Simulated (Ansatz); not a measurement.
# CH3O: the cost of one run

Program: Ansatz 0.2.0. Level of theory: the levels named in each step. These are calculated values, not measurements.

## Step 1: Starting point

Bond lengths: C1–O2 1.123 Å, C1–H5 1.090 Å. Angles: O2–C1–H5 147.7°.

Structure file:

```xyz
5

C    -0.0377   -0.4476   -0.2396
O     0.1619    0.5988    0.1154
H    -0.8671   -1.2823    0.7106
H    -1.3552   -1.6899    1.3290
H     0.1025   -1.1995   -1.0162
```

## Step 2: A rough first relaxation, PBE-D4/def2-SVP

This run stands in another session on the same molecule. It ended at:

```xyz
5

C     0.1272   -0.2725   -0.3690
O     0.0912    0.7558    0.0783
H    -1.5410   -1.5679    0.8262
H    -0.9262   -1.7020    1.2825
H     0.2531   -1.2337   -0.9188
```

## Step 3: Relaxation, HF/STO-3G

input.yaml

```yaml
crystal:
  periodic: [false, false, false]
  atoms:
    - { symbol: C, position_ang: [0.12722065, -0.27253145, -0.36899397] }
    - { symbol: O, position_ang: [0.09119749, 0.75575485, 0.07834373] }
    - { symbol: H, position_ang: [-1.54096626, -1.56792152, 0.82616253] }
    - { symbol: H, position_ang: [-0.92623924, -1.70202484, 1.28248257] }
    - { symbol: H, position_ang: [0.25314736, -1.23373705, -0.91878487] }
total_charge: 1
basis:
  gaussian: { orbitals: STO-3G }
hamiltonian:
  xc: hf
relax:
  f_tol: 0.002
  max_steps: 150
```

Run with:

```console
ansatz run input.yaml --threads 2 --pin off --max-ram 5120MiB --backend cpu --events-out ev --progress --plain --runs-dir out
```

Q: Estimate wall time and peak memory on 2 threads of Intel Xeon at 2.50GHz (Skylake/Cascade Lake), shared host.

About 6.6 s, with a peak of 0.093 GiB.
